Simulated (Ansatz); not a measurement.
## Worked example: correlation energy of F–CH–Ga, doublet

Geometry: displaced at random from a stationary point.

```yaml
atoms:
  - { symbol: F, position_ang: [0.0800, -0.3428, 2.1355] }
  - { symbol: C, position_ang: [-0.0849, 0.5890, 1.1632] }
  - { symbol: Ga, position_ang: [-0.0083, -0.0297, -0.8058] }
  - { symbol: H, position_ang: [0.0748, 1.5018, 1.6256] }
```

Basis cc-pVDZ; Ansatz 0.2.0. Only valence electrons are correlated (noble-gas cores and the filled d shells of p-block atoms frozen), which leaves 15 electrons in 44 orbitals. Prefix R: restricted or restricted open-shell reference; prefix U: unrestricted. No spin–orbit coupling is included, and no scalar relativity.

Full CI isn't at hand for all of this; UCCSDT(Q) serves as the reference, and is uncertain by about the last step of the cluster series.

Runs differ by some tens of microhartree through their thresholds and, for an open shell, their frozen cores, so steps under 0.03 kcal/mol mean nothing.

```tsv
level	total energy (hartree)
UHF	-2061.035334
UMP2	-2061.372398
UCCSD	-2061.403064
UCCSD(T)	-2061.411638
UCCSDT	-2061.412726
UCCSDT(Q)	-2061.413521
```

**Question.** What is the correlation energy at UCCSDT(Q), and what share of it do UMP2 and UCCSDT recover?

**Answer.** E(corr) = -2061.413521 − (-2061.035334) = -0.378187 hartree = -10.291 eV. UMP2: -0.337064 / -0.378187 = 89.13 %. UCCSDT: -0.377392 / -0.378187 = 99.79 %.

**Question.** By how many kcal/mol does UCCSD(T) miss UCCSDT(Q) (1 hartree = 627.509 kcal/mol), and which steps make up the rest?

**Answer.** -2061.411638 − (-2061.413521) = 0.001883 hartree = 1.18 kcal/mol. Steps: UCCSDT − UCCSD(T) = -0.68, UCCSDT(Q) − UCCSDT = -0.50 kcal/mol. Differences between like states or geometries often cancel part of this.
